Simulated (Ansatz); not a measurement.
**F3N: relaxing the atoms and harmonic vibrations**

Aim: for F3N, 2 runs in a chain (relaxing the atoms and harmonic vibrations).

Method: CCSD(T) on Hartree-Fock, Gaussian basis aug-cc-pVTZ, in Ansatz 0.2.0.

**1. The structure to begin with**

Bond lengths: N1–F2 1.370 Å, N1–F3 1.370 Å, N1–F4 1.370 Å. Angles: F2–N1–F3 102.0°, F2–N1–F4 102.0°, F3–N1–F4 102.0°.

As a file:

```xyz
4

N     0.0000    0.0000    0.0000
F     1.2294    0.0000   -0.6046
F    -0.6147    1.0647   -0.6046
F    -0.6147   -1.0647   -0.6046
```

**2. Relaxing the atoms: F3N**

The input, input.yaml:

```yaml
relax:
  f_tol: 0.001
  max_steps: 200
crystal:
  periodic: [false, false, false]
  atoms:
    - { symbol: "N", position_ang: [0.0, 0.0, 0.0] }
    - { symbol: F, position_ang: [1.229398, 0.0, -0.60455] }
    - { symbol: F, position_ang: [-0.614699, 1.06469, -0.60455] }
    - { symbol: F, position_ang: [-0.614699, -1.06469, -0.60455] }
basis:
  gaussian: { orbitals: aug-cc-pVTZ }
hamiltonian:
  xc: hf
correlation:
  method: ccsd_t
scf:
  lower_state_search: "off"
```

Command:

```
ansatz run input.yaml --threads 4 --pin off --max-ram 14336MiB --backend cpu --events-out ev --progress --plain --runs-dir out
```

Output, cut to the lines that bear on the results:

```text
Warning: RAYON_NUM_THREADS=4 ignored (pool sized by the plan → 4); use --threads N
[...]
Functional definition: HF
[...]
1348 factors; integrals over basis functions are off by at most 2.8e-4 eV
[...]
mean field -9596.98224045 eV, -352.6825922684 hartree, gradient 2.1e-6 eV, S^2 0.000000; 0 other end points of the search recorded, 0 dependent functions left out
4 core orbitals not correlated: weight in the atoms' cores, before any rotation towards them, 1.000 or more for the frozen orbitals, at most 0.000 for the correlated occupied ones
reference -9596.98224045 eV, -352.6825922684 hartree; 13, 13 occupied and 167, 167 virtual orbitals, 1348 factors
second order -27.00321644 eV of doubles, -0.00000000 eV of singles
cycle   1  -26.18489674 eV  change    8.2e-1 eV  update   1.2e-1
[...]
perturbative correction -1.06978568 eV, -0.0393138988 hartree
[...]
relax step   1: F+E_penalty+E_count = -9625.05710195 eV  Δ(F+E_penalty+E_count) = +0.000e0 eV  max|allowed force component| = 3.380e-1 eV/Å  Δτ_max = 0.0000 Å  (55 SCF iters, accepted)
[...]
relax step   3: F+E_penalty+E_count = -9625.05868997 eV  Δ(F+E_penalty+E_count) = -3.549e-4 eV  max|allowed force component| = 1.173e-2 eV/Å  Δτ_max = 0.0020 Å  (55 SCF iters, accepted)
[...]
relax step   4: F+E_penalty+E_count = -9625.05869586 eV  Δ(F+E_penalty+E_count) = -5.891e-6 eV  max|allowed force component| = 1.101e-4 eV/Å  Δτ_max = 0.0003 Å  (56 SCF iters, accepted)
Total energy: -9625.05869586 eV, -353.7143829737 hartree
Atom 0 at    -0.000000    -0.000000     0.005228 Å, force     0.000000     0.000000     0.000110 eV/Å
Atom 1 at     1.231566    -0.000000    -0.606293 Å, force     0.000036    -0.000000    -0.000037 eV/Å
Atom 2 at    -0.615783     1.066568    -0.606293 Å, force    -0.000018     0.000031    -0.000037 eV/Å
Atom 3 at    -0.615783    -1.066568    -0.606293 Å, force    -0.000018    -0.000031    -0.000037 eV/Å
Dipole moment:     0.000000     0.000000     0.050359 e Å
Checks for a lower state left out: starts, cluster_reference, orbital_swaps, neighbouring_geometries, increment
```

Run time: 6.2 min. Hardware: 4 threads of Intel Xeon 6975P-C (Granite Rapids), shared host; peak memory 4.6 GiB.

Step by step:

```csv
step,E - E(step 1) (eV),largest force component (eV/Å)
1,0.0000,0.3380
2,-0.0012,0.0932
3,-0.0016,0.0117
4,-0.0016,0.0001
```

Step 1 is the start.

Before: Bond lengths: N1–F2 1.370 Å, N1–F3 1.370 Å, N1–F4 1.370 Å. Angles: F2–N1–F3 102.0°, F2–N1–F4 102.0°, F3–N1–F4 102.0°.

After: Bond lengths: N1–F2 1.375 Å, N1–F3 1.375 Å, N1–F4 1.375 Å. Angles: F2–N1–F3 101.7°, F2–N1–F4 101.7°, F3–N1–F4 101.7°.

**3. Harmonic vibrations**

It takes the final geometry of step 2.

The input, input.yaml:

```yaml
crystal:
  periodic: [false, false, false]
  atoms:
    - { symbol: "N", position_ang: [0.0, 0.0, 0.00522796] }
    - { symbol: F, position_ang: [1.23156612, 0.0, -0.60629266] }
    - { symbol: F, position_ang: [-0.61578306, 1.06656756, -0.60629265] }
    - { symbol: F, position_ang: [-0.61578306, -1.06656755, -0.60629266] }
basis:
  gaussian: { orbitals: aug-cc-pVTZ }
hamiltonian:
  xc: hf
correlation:
  method: ccsd_t
scf:
  lower_state_search: "off"
phonons: {}
```

Command:

```
ansatz run input.yaml --threads 4 --pin off --max-ram 14336MiB --backend cpu --events-out ev --progress --plain --runs-dir out
```

Output, cut to the lines that bear on the results:

```text
Warning: RAYON_NUM_THREADS=4 ignored (pool sized by the plan → 4); use --threads N
[...]
Functional definition: HF
[...]
1348 factors; integrals over basis functions are off by at most 2.9e-4 eV
[...]
mean field -9596.94520543 eV, -352.6812312564 hartree, gradient 2.1e-6 eV, S^2 0.000000; 0 other end points of the search recorded, 0 dependent functions left out
4 core orbitals not correlated: weight in the atoms' cores, before any rotation towards them, 1.000 or more for the frozen orbitals, at most 0.000 for the correlated occupied ones
reference -9596.94520543 eV, -352.6812312564 hartree; 13, 13 occupied and 167, 167 virtual orbitals, 1348 factors
second order -27.03922744 eV of doubles, -0.00000000 eV of singles
cycle   1  -26.20652175 eV  change    8.3e-1 eV  update   1.2e-1
[...]
perturbative correction -1.07754990 eV, -0.0395992283 hartree
[...]
4 core orbitals not correlated: weight in the atoms' cores, before any rotation towards them, 1.000 or more for the frozen orbitals, at most 0.000 for the correlated occupied ones
reference -9596.95086955 eV, -352.6814394090 hartree; 13, 13 occupied and 167, 167 virtual orbitals, 1348 factors
second order -27.03390660 eV of doubles, -0.00000000 eV of singles
[...]
perturbative correction -1.07634787 eV, -0.0395550548 hartree
[...]
1348 factors; integrals over basis functions are off by at most 2.9e-4 eV
[...]
mean field -9596.94315983 eV, -352.6811560822 hartree, gradient 6.1e-6 eV, S^2 0.000000; 0 other end points of the search recorded, 0 dependent functions left out
4 core orbitals not correlated: weight in the atoms' cores, before any rotation towards them, 1.000 or more for the frozen orbitals, at most 0.000 for the correlated occupied ones
reference -9596.94315983 eV, -352.6811560822 hartree; 13, 13 occupied and 167, 167 virtual orbitals, 1348 factors
second order -27.04111974 eV of doubles, -0.00000000 eV of singles
[...]
cycle   8  -27.03746599 eV  change    3.1e-4 eV  update   1.2e-4
```

**4. More of the same log: ccaT-vib**

The log, continued, cut to the lines that bear on the results:

```text
cycle   9  -27.03756516 eV  change   -9.9e-5 eV  update   6.0e-5
[...]
perturbative correction -1.07794628 eV, -0.0396137951 hartree
[...]
1348 factors; integrals over basis functions are off by at most 2.9e-4 eV
mean field -9596.94718883 eV, -352.6813041451 hartree, gradient 6.1e-6 eV, S^2 0.000000; 0 other end points of the search recorded, 0 dependent functions left out
4 core orbitals not correlated: weight in the atoms' cores, before any rotation towards them, 1.000 or more for the frozen orbitals, at most 0.000 for the correlated occupied ones
reference -9596.94718883 eV, -352.6813041451 hartree; 13, 13 occupied and 167, 167 virtual orbitals, 1348 factors
second order -27.03734915 eV of doubles, -0.00000000 eV of singles
[...]
perturbative correction -1.07715667 eV, -0.0395847773 hartree
[...]
1348 factors; integrals over basis functions are off by at most 2.9e-4 eV
[...]
reference -9596.94232498 eV, -352.6811254018 hartree; 13, 13 occupied and 167, 167 virtual orbitals, 1348 factors
second order -27.04190026 eV of doubles, -0.00000000 eV of singles
[...]
cycle  11  -27.03823615 eV  change   -4.9e-6 eV  update   1.0e-5
[...]
perturbative correction -1.07810980 eV, -0.0396198042 hartree
[...]
Total energy: -9625.05869581 eV, -353.7143829719 hartree
Atom 0 at     0.000000     0.000000     0.005228 Å, force     0.000000     0.000000     0.000109 eV/Å
Atom 1 at     1.231566     0.000000    -0.606293 Å, force     0.000036    -0.000000    -0.000036 eV/Å
Atom 2 at    -0.615783     1.066568    -0.606293 Å, force    -0.000018     0.000031    -0.000036 eV/Å
Atom 3 at    -0.615783    -1.066568    -0.606293 Å, force    -0.000018    -0.000031    -0.000036 eV/Å
Dipole moment:     0.000000    -0.000000     0.050359 e Å
Vibrations: 498.23 498.23 654.18 924.21 924.21 1044.86 cm⁻¹, zero-point energy 0.281687 eV
Checks for a lower state left out: starts, cluster_reference, orbital_swaps, neighbouring_geometries, increment
```

Wall time 24 min (4 threads of Intel Xeon 6975P-C (Granite Rapids), shared host); peak memory 4.6 GiB.

Harmonic frequencies from the force constants, with rigid motions projected out (i: imaginary):

```
mode  cm⁻¹
   1   498
   2   498
   3   654
   4   924
   5   924
   6  1045
```

**5. Results**

```
step  energy above the lowest (eV)  charge  2S+1 typed  ⟨S²⟩  dipole (D)     time
   2                         0.000       0           1  0.00        0.24  6.2 min
   3                         0.000       0           1  0.00        0.24   24 min
```

```
                     quantity             value
harmonic frequencies (step 3)  498 to 1045 cm⁻¹
   zero-point energy (step 3)          0.282 eV
```

What this shows: In step 3 all modes are real: a minimum.
